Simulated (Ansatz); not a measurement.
Process, species as SMILES: CC(F)(F)F [1,1,1-trifluoroethane] + 4 [H][H] (H2) -> 2 C (CH4) + 3 F (HF)

Wanted: energy of full hydrogenation (electronic), in kcal/mol. Conventions: no spin-orbit coupling; non-relativistic; dispersion terms only where a functional's name holds one; 6-31G* and kin with 6d, 5d where marked; frozen cores in correlated levels. CBS marks a two-point X^-3 extrapolation of the correlation energy; Hartree-Fock from the larger set. Ab initio and DFT rows: single points at B3LYP-D3(BJ) geometries (Ansatz, a quantum-chemistry and plane-wave program).

| species | coefficient | E at B3LYP/6-31G* (Ansatz), Eh | E at wB97M-V/def2-TZVPD (Ansatz), Eh |
|---|---|---|---|
| CC(F)(F)F | -1 | -377.55484 | -377.62893 |
| [H][H] (H2) | -4 | -1.17549 | -1.16077 |
| C (CH4) | +2 | -40.51834 | -40.49098 |
| F (HF) | +3 | -100.42008 | -100.46200 |

Coupled cluster (Ansatz) is a level with limits of its own, used here on species with T1 under 0.025 (0.045 for open shells) and stable references: CCSD(T)/CBS(cc-pVTZ,cc-pVQZ). Value to compare with, CCSD(T)/CBS(cc-pVTZ,cc-pVQZ) (Ansatz): -65.5 kcal/mol. 1 Eh = 627.5095 kcal/mol.

Task: Work the quantity out at each level, and compare with CCSD(T)/CBS(cc-pVTZ,cc-pVQZ) (Ansatz).

Result: 
- B3LYP/6-31G*: the sum of coefficient times E is -0.04012 Eh, or -25.18 kcal/mol. Result: -25.2 kcal/mol. Its difference against CCSD(T)/CBS(cc-pVTZ,cc-pVQZ) (Ansatz) is 40.3 kcal/mol.
- wB97M-V/def2-TZVPD: the sum of coefficient times E is -0.09595 Eh, or -60.21 kcal/mol. Result: -60.2 kcal/mol. Its difference against CCSD(T)/CBS(cc-pVTZ,cc-pVQZ) (Ansatz) is 5.3 kcal/mol.
